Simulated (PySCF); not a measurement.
C₅H₁₁N.
Geometry (PBE0-D3(BJ)/def2-SVP, Å), atoms numbered from 1 in this order:
```xyz
17
C5H11N angstrom
C      2.784   -0.436    0.080
C      1.335   -0.361   -0.267
N      0.447   -0.049    0.577
C     -0.935   -0.005    0.150
C     -1.733   -1.021    0.959
C     -1.466    1.409    0.346
H      2.932   -0.197    1.141
H      3.181   -1.444   -0.127
H      3.367    0.266   -0.538
H      1.066   -0.597   -1.321
H     -1.021   -0.268   -0.928
H     -1.638   -0.807    2.035
H     -2.799   -0.988    0.687
H     -1.362   -2.042    0.783
H     -2.529    1.471    0.069
H     -0.904    2.128   -0.269
H     -1.359    1.710    1.400
```

Computed with PySCF at CAM-B3LYP/def2-SVPD, non-relativistic, on one gas-phase PBE0-D3(BJ)/def2-SVP geometry that isn't relaxed in the solvent. The solvent is an IEF-PCM continuum (Bondi radii, 1.10 Å for H, scaled by 1.2). Specific hydrogen bonds and non-electrostatic terms are outside this model.

Gas phase at CAM-B3LYP/def2-SVPD: HOMO -8.61 eV, LUMO 1.20 eV, dipole 1.51 D.

Problem. What does the continuum do to the energy, the frontier levels and the dipole at CAM-B3LYP/def2-SVPD in benzene and methanol?

Solution. 
```csv
solvent,ε,E(solvent) − E(gas) (kcal/mol),polarisation term (kcal/mol),distortion of the solute (kcal/mol),HOMO (eV),LUMO (eV),dipole (D)
benzene,2.271,-1.52,-1.66,0.14,-8.65,1.23,1.81
methanol,32.61,-3.72,-4.69,0.97,-8.76,1.21,2.37
```

The first energy column is the sum of the next two and covers electrostatics alone. From benzene to methanol the lowering changes by a factor 2.44, Onsager's factor (ε − 1)/(2ε + 1) by 2.08 and ε itself by 14.4.

Problem. Which radius a makes the point-dipole formula ΔE = −[(ε − 1)/(2ε + 1)]·μ²/a³ give the value in methanol, with the gas-phase dipole?

Solution. μ = 0.596 au and |ΔE| = 0.00593 Eh give a = 1.62 Å; the farthest nucleus lies 3.52 Å from the centroid of the nuclei, so such a sphere wouldn't even hold the nuclei. The formula assumes a rigid point dipole at the centre of a sphere.

Problem. Give the dipole vector in the frame of the coordinates (D, pointing from negative to positive charge), gas and methanol.

Solution. Gas (0.30, -0.40, -1.43), solvent (0.33, -0.61, -2.27). Its length changes by +56 % and its direction by 3°.

Problem. How does the static polarisability (CAM-B3LYP/def2-SVPD, frozen core, with the continuum's full static response) change?

Solution. 
```csv
medium,isotropic (au),principal values (au),⟨r²⟩ of the electrons (bohr²)
gas,73.2,"64.0, 64.6, 91.1",810.0
benzene,82.8,"72.0, 74.3, 102.0",809.4
methanol,97.0,"84.1, 91.5, 115.4",808.6
```

The isotropic value in methanol is 1.32 times the gas-phase one; no cavity-field correction is applied. ⟨r²⟩ is taken about the centre of nuclear charge.
